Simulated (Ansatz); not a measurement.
Frontier orbitals of C$_{7}$H$_{8}$, SMILES `CC=C1C=CC=C1`.

```xyz
15

C    -1.8185    0.4774   -1.5318
C    -1.3710    0.2287   -0.1408
C    -0.1146   -0.0163    0.2628
C     1.1019   -0.0989   -0.5422
C     2.1287   -0.3648    0.2922
C     1.6244   -0.4642    1.6597
C     0.2924   -0.2578    1.6466
H    -2.5677   -0.2635   -1.8305
H    -0.9969    0.4457   -2.2462
H    -2.3072    1.4545   -1.6074
H    -2.1459    0.2485    0.6233
H     1.1578    0.0311   -1.6126
H     3.1656   -0.4874    0.0085
H     2.2349   -0.6701    2.5285
H    -0.3839   -0.2630    2.4898
```

The species carries charge 0 and has multiplicity 1. All single points use the PBE0-D4/def2-TZVP geometry. Basis def2-TZVPP, Ansatz.

A caution on the coupled-cluster cation, which keeps the state that its UHF reference found: spin contamination of the cation.

| functional | HOMO (eV) | LUMO (eV) | gap (eV) |
| --- | --- | --- | --- |
| PBE | -5.17 | -2.53 | 2.64 |
| BLYP | -4.99 | -2.36 | 2.63 |
| r2SCAN | -5.31 | -2.42 | 2.89 |
| PBE0 | -6.18 | -1.67 | 4.51 |
| CAM-B3LYP | -7.47 | -0.58 | 6.89 |
| ωB97M-V | -8.38 | 0.34 | 8.72 |

(1) What is the vertical ionisation energy at frozen-core CCSD(T)/CBS(def2)? (An estimate is asked.)

Answers

(1) The calculation gave: 8.43 eV (T1 of the cation 0.024).

From PBE to PBE0 the HOMO moves by −1.01 eV and the LUMO by +0.86 eV, and with ωB97M-V by −3.21 and +2.87 eV, so the gap grows from 2.64 to 8.72 eV with exact exchange. A positive LUMO is unbound and depends on the basis. −ε(HOMO) differs from that ionisation energy by −3.27 eV with PBE and −0.05 eV with ωB97M-V.
